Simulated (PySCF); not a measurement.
# EPR parameters of C5H8N

Compound: C₅H₈N (doublet state).
SMILES with atom numbers: `[CH3:1]/[N:2]=[CH:3]/[C@@H:4]1[CH:5][CH2:6]1` (hydrogens: H7, H8, H9 on C1; H10 on C3; H11 on C4; H12 on C5; H13, H14 on C6)

Structure used (GFN2-xTB), in Å, numbered top down from 1:
```
atom  x, y, z in Å
C1     2.3150    0.2890    0.4260
N2     0.9056    0.0744    0.3826
C3     0.2781    0.1483   -0.7071
C4    -1.1711   -0.0667   -0.7725
C5    -2.0216    0.5906    0.2399
C6    -1.8764   -0.8483    0.3427
H7     2.5162    1.1005    1.1272
H8     2.7871   -0.6128    0.8197
H9     2.7542    0.5340   -0.5520
H10    0.7733    0.3891   -1.6624
H11   -1.5649   -0.1920   -1.7744
H12   -1.7396    1.3483    0.9409
H13   -2.6817   -1.4946    0.0214
H14   -1.2749   -1.2603    1.1455
```

The hyperfine couplings belong to this conformer and change with its torsions.

Method used: UKS B3LYP, pcH-1 on C H N, non-relativistic, mean-field spin-orbit, GIAO in PySCF. Geometry: GFN2-xTB, one conformer, isolated molecule. The geometry wasn't refined by DFT: couplings that depend on bond lengths, twists or pyramidal angles can differ widely from those at the functional's own minimum. No stability test was run, so a lower SCF solution isn't excluded.

| Item | Value |
| --- | --- |
| g1, g2, g3 | 2.00228, 2.00270, 2.00309 |
| g_iso | 2.00269 |
| Form of g | rhombic: the two nearest values differ by 48 % of g3 − g1 |
| ⟨S²⟩ | 0.7532 (exact 0.7500) |
| α and β electrons | 23, 22 |
| HOMO–LUMO gap, α and β orbitals | 5.63, 4.90 eV |

Hyperfine couplings atom by atom, in mT; T1 to T3 are the principal values of the dipolar part; ρ(0) is the spin density at the nucleus (MHz turned into mT with g_iso):

```csv
atom,isotope,a_iso,T1,T2,T3,Mulliken spin population,ρ(0) (bohr⁻³)
C1,13C,-0.04,-0.01,-0.01,0.02,0.00,-0.0009
N2,14N,0.06,-0.08,-0.06,0.13,0.04,0.0051
C3,13C,0.64,-0.18,-0.01,0.19,-0.01,0.0159
C4,13C,-0.53,-0.17,-0.03,0.20,-0.02,-0.0131
C5,13C,10.44,-2.68,-2.54,5.22,0.95,0.2603
C6,13C,-0.78,-0.20,-0.04,0.24,-0.04,-0.0194
H7,1H,0.25,-0.03,-0.03,0.06,0.00,0.0016
H8,1H,0.15,-0.03,-0.03,0.06,0.00,0.0009
H9,1H,0.00,-0.03,-0.03,0.05,0.00,0.0000
H10,1H,0.05,-0.08,-0.03,0.11,0.00,0.0003
H11,1H,2.47,-0.23,-0.14,0.37,0.03,0.0155
H12,1H,-0.01,-1.17,-0.18,1.35,-0.02,-0.0001
H13,1H,3.23,-0.23,-0.15,0.38,0.04,0.0202
H14,1H,2.16,-0.20,-0.07,0.27,0.02,0.0135
```

The largest Mulliken spin population is on C5 (+0.95). The angles at C5 add up to 320.0°, so it is pyramidal.

Under fast tumbling the dipolar parts average out, and these isotropic splittings remain: 1 × 1H (H13, I = 1/2, 2 lines) with 3.23 mT, 1 × 1H (H11, I = 1/2, 2 lines) with 2.47 mT, 1 × 1H (H14, I = 1/2, 2 lines) with 2.16 mT, 3 × 1H (H7/H8/H9, I = 1/2, 4 lines) with 0.14 mT, 1 × 14N (N2, I = 1, 3 lines) with 0.06 mT and 1 × 1H (H10, I = 1/2, 2 lines) with 0.05 mT.

Nuclei that the bonding pattern makes equivalent are averaged, as if the motion that swaps them (rotation, inversion, ring flip) were fast. The three 1H nuclei of mean +3.8 MHz run from 0.1 to 7.1 MHz in the frozen geometry.

The 13C coupling of C5 (292.6 MHz) shows only in satellite lines or after enrichment, since that isotope makes up about 1.07 % of natural carbon.
